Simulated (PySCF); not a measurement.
# J couplings in C5H5N

Bonds (- single, = double, # triple, : aromatic): C1#C2 1.215 Å, C2-C3 1.416 Å, C3=C4 1.350 Å, C4-N5 1.383 Å, N5=C6 1.272 Å. C1 carries H7; C3 carries H8; C4 carries H9; C6 carries H10, H11. Stereochemistry as in C#C/C=C/N=C. H11 is cis to C4; H10 is trans to C4.

Method: B3LYP/pcJ-1 (spin–dipole term only in couplings to heteroatoms)//PBE0-D3(BJ)/def2-SVP, PySCF 2.14.0 with density-fitted response routines; isolated molecule, single conformer, non-relativistic. Couplings are averaged over pairs made equivalent by symmetry, fast rotation or ring inversion, so a value needn't be that of the named pair in this geometry, while other rotamers aren't included; one pair stands for each set, and the list holds a selection of those of at least 1.5 Hz over up to four bonds.

Isotopes: $^{13}$C, $^{1}$H, $^{15}$N.

| pair | bonds | J (Hz) |
| --- | --- | --- |
| C1, C2 | 1 | ? |
| C1, H7 | 1 | 276.6 |
| C2, C3 | 1 | 102.2 |
| C3, C4 | 1 | 90.9 |
| C3, H8 | 1 | ? |
| C4, H9 | 1 | 168.3 |
| N5, C6 | 1 | -7.2 |
| C6, H10 | 1 | 194.9 |
| C6, H11 | 1 | 163.6 |
| C1, C3 | 2 | ? |
| C2, C4 | 2 | 1.7 |
| C3, N5 | 2 | -9.1 |
| C3, H9 | 2 | 6.7 |
| N5, H9 | 2 | ? |
| H10, H11 | 2 | ? |
| C2, N5 | 3 | -6.4 |
| C3, C6 | 3 | 13.3 |
| C4, H10 | 3 | 22.7 |
| C4, H11 | 3 | 17.4 |
| N5, H8 | 3 | -3.8 |
| C6, H9 | 3 | ? |
| H8, H9 | 3 | 14.2 |
| C1, H9 | 4 | -1.8 |
| C3, H10 | 4 | ? |
| C4, H7 | 4 | -4.6 |
| H7, H8 | 4 | ? |

**Question.** Estimate the withheld couplings, with signs.

**Answer.** 
- $^{1}J$(C1,C2) = 202.5 Hz (bond length 1.215 Å)
- $^{1}J$(C3,H8) = 174.9 Hz (bond length 1.096 Å, sp2 carbon)
- $^{2}J$(C1,C3) = 12.9 Hz (angle at C2 178°)
- $^{2}J$(N5,H9) = 1.8 Hz (angle at C4 119°)
- $^{2}J$(H10,H11) = 17.8 Hz (angle at C6 117°)
- $^{3}J$(C6,H9) = 10.7 Hz (dihedral angle 0°)
- $^{4}J$(C3,H10) = -1.8 Hz
- $^{4}J$(H7,H8) = -4.4 Hz
